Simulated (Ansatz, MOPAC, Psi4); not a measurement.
Species: AlF₃, net charge 0, singlet state. SMILES: [F][Al]([F])[F]
Structure (B3LYP-D3(BJ)/def2-TZVP (Ansatz, a quantum-chemistry and plane-wave program) minimum search):
```xyz
4

Al     0.0000     0.0000     0.0000
F     -0.0003     1.6340     0.0254
F      1.4150    -0.8162    -0.0451
F     -1.4147    -0.8178     0.0197
```
Charge 0, spin multiplicity 1.

Property: vertical ionisation energy to the doublet, in eV. Set-up: 6-311+G** with 5d, 6d on Na to Ar in Ansatz; open shells spin-unrestricted; frozen cores in correlated levels; each state is the SCF solution reached for its charge and spin; PM7 with its own dispersion and hydrogen-bond terms; six Cartesian d functions in 6-31G* and its kin unless marked 5d; no dispersion term unless named; spin-orbit terms left out; non-relativistic. First-principles rows: single points at B3LYP-D3(BJ) geometries (Ansatz). Semi-empirical rows: differences of heats of formation at the shared geometry for vertical values.

| level | program | vertical ionisation energy to the doublet (eV) |
|---|---|---|
| PM3 | MOPAC | 14.98 |
| PM6 | MOPAC | 14.54 |
| PM7 | MOPAC | 14.39 |
| HF/6-31G* | Ansatz | 14.09 |
| B3LYP/3-21G | Ansatz | 13.36 |
| B3LYP/6-31G* | Ansatz | 13.90 |
| B3LYP/6-311+G** | Ansatz | 14.46 |
| wB97X-D/6-31G* | Psi4 | 14.30 |
| MP2/6-311+G** | Ansatz | 15.89 |
| wB97X-V/def2-TZVPD | Ansatz | 14.87 |

No value to compare with is used here. The 9 habitual levels span 13.36 (B3LYP/3-21G) to 15.89 eV (MP2/6-311+G**); wB97X-V/def2-TZVPD gives 14.87.

The levels are drawn from those run, B3LYP/6-31G* more often than the rest, none by its result; left out are runs that failed, that the program found above a lower state of the same kind, or whose <S^2> lies over 0.5 above the pure value.
